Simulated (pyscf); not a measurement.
**Four-centre exchange: `[SiH3][O][PH2]` + `[OH2]` → `[OH][SiH2][O][PH2]` + `[H][H]`**

Gas phase, singlet surface, charge 0. Bonds broken: Si3–H6, O9–H10. Bonds formed: Si3–O9, H6–H10. Single points on ωB97X-D3(BJ)/def2-SVP structures (PySCF, gas phase).

Transition state (Å):

```xyz
11

P     -1.5316    -1.7448    -0.2516
O     -1.2592    -0.1073    -0.3413
Si     0.1802     0.6960    -0.6821
H     -0.9742    -2.1716    -1.5020
H     -0.3557    -2.1664     0.4546
H     -0.7596     2.1528    -0.5958
H      1.1544    -0.3864    -0.2803
H      0.5293     0.9837    -2.0982
O      0.9875     1.8921     0.5243
H     -0.0086     2.3626     0.1958
H      1.1384     1.6098     1.4395
```

One imaginary mode, 1370i cm⁻¹; descent along it reached the two sides named, in the forms told below.

```json
[
 {"bond": "Si3–H6", "change": "breaks", "reactant side (Å)": "1.485", "saddle": "1.736", "product side": "3.5"},
 {"bond": "O9–H10", "change": "breaks", "reactant side (Å)": "0.966", "saddle": "1.150", "product side": "2.6"},
 {"bond": "Si3–O9", "change": "forms", "reactant side (Å)": "2.7", "saddle": "1.881", "product side": "1.655"},
 {"bond": "H6–H10", "change": "forms", "reactant side (Å)": "2.9", "saddle": "1.111", "product side": "0.760"}
]
```

Electronic energies relative to the separated reactants (kcal/mol):

| level | barrier | reaction energy | reverse barrier |
|---|---|---|---|
| ωB97X-D3(BJ)/def2-TZVP | 33.9 | -22.0 | 55.9 |
| PBE/def2-TZVP | 27.9 | -20.6 | 48.6 |
| r²SCAN/def2-TZVP | 29.4 | -23.4 | 52.9 |
| B3LYP-D3(BJ)/def2-TZVP | 33.7 | -22.2 | 55.9 |
| PBE0-D3(BJ)/def2-TZVP | 30.7 | -20.7 | 51.4 |
| M06-2X/def2-TZVP | 33.9 | -24.6 | 58.5 |
| ωB97M-D3(BJ)/def2-TZVP | 33.2 | -21.9 | 55.1 |
| HF/def2-TZVP | 53.3 | -20.4 | 73.7 |

With ωB97M-D3(BJ)/def2-TZVP energies and thermal terms (ideal gas, 1 atm, RRHO with modes under 100 cm⁻¹ raised to 100, one conformer, R ln 2 for rigid chiral ones), in kcal/mol:

```json
[
 {"T (K)": "298", "ΔH‡": "31.5", "ΔG‡": "42.5", "ΔH": "-24.5", "ΔG": "-22.3"},
 {"T (K)": "600", "ΔH‡": "31.5", "ΔG‡": "53.8", "ΔH": "-23.5", "ΔG": "-20.4"},
 {"T (K)": "900", "ΔH‡": "32.2", "ΔG‡": "64.7", "ΔH": "-22.5", "ΔG": "-19.1"},
 {"T (K)": "1200", "ΔH‡": "33.0", "ΔG‡": "75.5", "ΔH": "-21.8", "ΔG": "-18.1"}
]
```

On the reactant side the descent ends in a complex (not fully relaxed), 4.5 kcal/mol under the separated species and 38.3 kcal/mol under the saddle at ωB97X-D3(BJ)/def2-TZVP. H₃Si–O–PH₂ lies 5.7 kcal/mol over its isomer HO–SiH₂–PH₂, and others may lie lower still (electronic energy, ωB97M-D3(BJ)). This is the saddle that the search found; another between the same sides may lie lower.
